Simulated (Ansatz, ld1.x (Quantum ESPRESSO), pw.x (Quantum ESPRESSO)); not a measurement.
## Tl (Z = 81) (bcc): variants of one TM potential in the solid

```
Element                 : thallium
Generator               : ld1.x (Quantum ESPRESSO) 7.5
Type                    : norm-conserving Troullier–Martins (Kleinman–Bylander form)
Functional              : LDA (PW92)
Relativity              : scalar-relativistic
Frozen core             : [Xe] 4f14
Valence charge          : 13
Reference configuration : 5d10 6s2 6p1
Partial waves           : 6p (bound): rc 2.85 bohr; 5d (bound): rc 1.55 bohr; 6s (bound): rc 1.80 bohr
Local potential         : the s channel
Core correction         : none
```

Crystal test: bcc Tl in pw.x 7.5, no spin, 12³ k-points, Fermi–Dirac smearing 0.01 Ry, cutoffs set for each file from its atomic test. The reference is all-electron LAPW (Ansatz 0.2.0) with the same functional, mesh and smearing; V0 and B0 come from Birch–Murnaghan fits to the pressures at five volumes. Errors are pseudo minus all-electron; Δ is the rms difference of the E(V) curves that follow from these fits, minima aligned, over ±6 % about the mean V0. Mesh and smearing are coarse, so the numbers serve the comparison and aren't converged zero-temperature values; the lattice is a test structure that the element need not adopt.

All-electron: a0 = 3.795 Å (V0 = 27.32 Å³/atom), B0 = 42.4 GPa.

1 further variants are left out: they gave no file fit for a test, a broken result, the same result as the base, or pressures whose basis-set error rivals the error shown.

```csv
change,cutoffs (Ry),pw.x,a0 (Å),a0 error (%),B0 error (%),Δ (meV/atom),mean pressure error (GPa)
base,110/440,converged,3.806,+0.30,-0.1,2.3,+0.38
"all radii scaled by about 1.29 (s 2.34, p 3.68, d 2.00 bohr)",100/400,converged,3.803,+0.23,+1.0,1.8,+0.29
wave 5d (bound): rc 1.55 bohr becomes 5d (bound): rc 1.30 bohr,120/480,converged,3.806,+0.31,-0.3,2.4,+0.39
wave 6s (bound): rc 1.80 bohr becomes 6s (bound): rc 1.90 bohr,110/440,converged,3.808,+0.35,-0.4,2.7,+0.45
```

Give the row for: wave 6p (bound): rc 2.85 bohr becomes 6p (bound): rc 3.08 bohr.

pw.x: converged; mean pressure error (GPa): +0.35; a0 (Å): 3.805; a0 error (%): +0.27; B0 error (%): +0.1; Δ (meV/atom): 2.1.
